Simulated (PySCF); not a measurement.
# Cl2 (chlorine): B2PLYP/aug-cc-pVTZ

What is the energy change on altering one bond length of Cl2 (chlorine) at B2PLYP/aug-cc-pVTZ? Input form: a Python script.

The results are computed with PySCF 2.14.0.

2 further runs of the same task are left out: 2 set aside as unsound or not needed.

**1. The system as given**

The species is Cl2 (2 atoms), meant as a singlet with charge 0. As SMILES, `ClCl`. Geometry: relaxed at PBE0-D4/def2-TZVP.

Bond lengths: Cl1–Cl2 1.982 Å.

**2. A single-point energy at B2PLYP/aug-cc-pVTZ**

input.py

```python
from pyscf import gto, dft, mp

system = gto.Mole()
system.atom = '''
Cl       0.845690      -0.281600       0.433600
Cl      -0.845690       0.281600      -0.433600
'''
system.verbose = 3
system.max_memory = 1860
system.charge = 0
system.basis = 'aug-cc-pvtz'
system.build()

calc0 = dft.RKS(system)
calc0.xc = '0.53*HF + 0.47*B88, 0.73*LYP'
calc0.grids.level = 5
calc0.conv_tol = 1e-10
calc0.kernel()
if not calc0.converged:
    calc0 = calc0.newton().run(calc0.mo_coeff, calc0.mo_occ)

pt = mp.MP2(calc0, frozen=10).run()
energy = calc0.e_tot + 0.27 * pt.e_corr
print('PT2 part  %.8f' % (0.27 * pt.e_corr))
print('E(%s) = %.9f' % ('B2PLYP', energy))
```

Command:

```bash
$ OMP_NUM_THREADS=1 python input.py
```

The program printed:

```text
converged SCF energy = -920.022203201843
E(RMP2) = -920.494339315527  E_corr = -0.472136113683116
E(SCS-RMP2) = -920.486858258108  E_corr = -0.464655056264787
PT2 part  -0.12747675
E(B2PLYP) = -920.149679953
```

Run time: 6.9 s. Hardware: 1 thread of Arm Neoverse V1, shared host; peak memory 0.47 GiB.

**3. The distorted shape at the same level**

calc.py

```python
from pyscf import gto, dft, mp

mol = gto.M(
    atom=[
    ('Cl', (1.099410, -0.366084, 0.563687)),
    ('Cl', (-0.845690, 0.281600, -0.433600)),
],
    max_memory=1860,
    verbose=4,
    spin=0,
    basis='aug-cc-pvtz',
)

mf = dft.RKS(mol, xc='0.53*HF + 0.47*B88, 0.73*LYP')
mf.grids.level = 5
mf.conv_tol = 1e-10
mf.kernel()
if not mf.converged:
    mf = mf.newton().run(mf.mo_coeff, mf.mo_occ)

pt = mp.MP2(mf, frozen=10).run()
energy = mf.e_tot + 0.27 * pt.e_corr
print('PT2 part  %.8f' % (0.27 * pt.e_corr))
print('Final energy', energy)
```

Command:

```bash
$ OMP_NUM_THREADS=1 python calc.py
```

The program printed:

```text
PySCF version 2.14.0

[INPUT] num. atoms = 2
[INPUT] num. electrons = 34
[INPUT] charge = 0
[INPUT] spin (= nelec alpha-beta = 2S) = 0
[INPUT] symmetry False subgroup None
[INPUT] Mole.unit = angstrom
[INPUT] Symbol           X                Y                Z      unit          X                Y                Z       unit  Magmom
[INPUT]  1 Cl     1.099410000000  -0.366084000000   0.563687000000 AA    2.077583798608  -0.691798498585   1.065214049978 Bohr   0.0
[INPUT]  2 Cl    -0.845690000000   0.281600000000  -0.433600000000 AA   -1.598122486283   0.532146876678  -0.819385247611 Bohr   0.0

nuclear repulsion = 67.081404547683
number of shells = 26
number of NR pGTOs = 150
number of NR cGTOs = 100
basis = aug-cc-pvtz
ecp = {}

******** <class 'pyscf.dft.rks.RKS'> ********
method = RKS
initial guess = minao
damping factor = 0
level_shift factor = 0
DIIS = <class 'pyscf.scf.diis.CDIIS'>
diis_start_cycle = 1
diis_space = 8
diis_damp = 0
SCF conv_tol = 1e-10
SCF conv_tol_grad = None
SCF max_cycles = 50
direct_scf = True
direct_scf_tol = 1e-13
XC library pyscf.dft.libxc version 7.0.0
    S. Lehtola, C. Steigemann, M. J.T. Oliveira, and M. A.L. Marques.,  SoftwareX 7, 1–5 (2018)
XC functionals = 0.53*HF + 0.47*B88, 0.73*LYP
    A. D. Becke.,  Phys. Rev. A 38, 3098 (1988)
    C. Lee, W. Yang, and R. G. Parr.,  Phys. Rev. B 37, 785 (1988)
    B. Miehlich, A. Savin, H. Stoll, and H. Preuss.,  Chem. Phys. Lett. 157, 200 (1989)
radial grids:
    Treutler-Ahlrichs [JCP 102, 346 (1995); DOI:10.1063/1.469408] (M4) radial grids

becke partition: Becke, JCP 88, 2547 (1988); DOI:10.1063/1.454033
pruning grids: <function nwchem_prune>
grids dens level: 5
symmetrized grids: False
atomic radii adjust function: <function treutler_atomic_radii_adjust>
small_rho_cutoff = 0
Set gradient conv threshold to 1e-05
Initial guess from minao.
tot grids = 86096
init E= -919.908467744723
  HOMO = -0.354422731214878  LUMO = -0.234077490501013  gap/eV = 3.27476
cycle= 1 E= -919.996194784257  delta_E= -0.0877  |g|= 0.153  |ddm|= 1.02
  HOMO = -0.399995533537944  LUMO = -0.156971272806498  gap/eV = 6.61303
cycle= 2 E= -920.000483599047  delta_E= -0.00429  |g|= 0.0791  |ddm|= 0.109
  HOMO = -0.38702876960866  LUMO = -0.139272725747699  gap/eV = 6.74179
cycle= 3 E= -920.001992529224  delta_E= -0.00151  |g|= 0.0181  |ddm|= 0.0504
  HOMO = -0.388513494578248  LUMO = -0.139326014221781  gap/eV = 6.78074
cycle= 4 E= -920.002080270086  delta_E= -8.77e-05  |g|= 0.00185  |ddm|= 0.00894
  HOMO = -0.388906954183345  LUMO = -0.139576915036062  gap/eV = 6.78462
cycle= 5 E= -920.002081509805  delta_E= -1.24e-06  |g|= 0.000581  |ddm|= 0.00167
  HOMO = -0.388807496021726  LUMO = -0.139451686585449  gap/eV = 6.78532
cycle= 6 E= -920.002081592085  delta_E= -8.23e-08  |g|= 2.93e-05  |ddm|= 0.000397
  HOMO = -0.388806552747578  LUMO = -0.139449858922854  gap/eV = 6.78534
cycle= 7 E= -920.002081592568  delta_E= -4.82e-10  |g|= 3.57e-06  |ddm|= 3.08e-05
  HOMO = -0.388807954144747  LUMO = -0.139451412449475  gap/eV = 6.78534
cycle= 8 E= -920.002081592574  delta_E= -6.25e-12  |g|= 3.95e-07  |ddm|= 4.22e-06
  HOMO = -0.388807830482973  LUMO = -0.139451286972616  gap/eV = 6.78534
Extra cycle  E= -920.002081592576  delta_E= -1.71e-12  |g|= 1.94e-07  |ddm|= 4.86e-07
converged SCF energy = -920.002081592576

******** <class 'pyscf.mp.mp2.RMP2'> ********
nocc = 7, nmo = 90
frozen orbitals 10
E(RMP2) = -920.486269840823  E_corr = -0.484188248247223
E(SCS-RMP2) = -920.482377649495  E_corr = -0.480296056919312
E_corr(same-spin) = -0.116226739589256
E_corr(oppo-spin) = -0.367961508657967
PT2 part  -0.13073083
Final energy -920.1328124196026
```

Wall time 7.5 s (1 thread of Arm Neoverse V1, shared host); peak memory 0.47 GiB.

**4. Results**

Level: B2PLYP/aug-cc-pVTZ, 10 core orbitals frozen.

| quantity | value |
| --- | --- |
| first shape: total energy | -920.14968 Eh |
| first shape: dipole moment (SCF part) | 0.00 D |
| first shape: HOMO energy (SCF part's orbitals) | -9.96 eV |
| first shape: LUMO energy (SCF part's orbitals) | -1.60 eV |
| first shape: HOMO–LUMO gap (SCF part's orbitals) | 8.36 eV |
| distorted shape: total energy | -920.13281 Eh |
| distorted shape: dipole moment (SCF part) | 0.00 D |
| distorted shape: HOMO energy (SCF part's orbitals) | -10.58 eV |
| distorted shape: LUMO energy (SCF part's orbitals) | -3.79 eV |
| distorted shape: HOMO–LUMO gap (SCF part's orbitals) | 6.79 eV |
| energy change with the Cl1–Cl2 bond stretched from 1.982 to 2.280 Å | 0.459 eV |

With the Cl1–Cl2 bond stretched from 1.982 to 2.280 Å the energy rises by 0.46 eV (10.6 kcal/mol). The first shape isn't relaxed at this level, so the change isn't measured from a minimum.
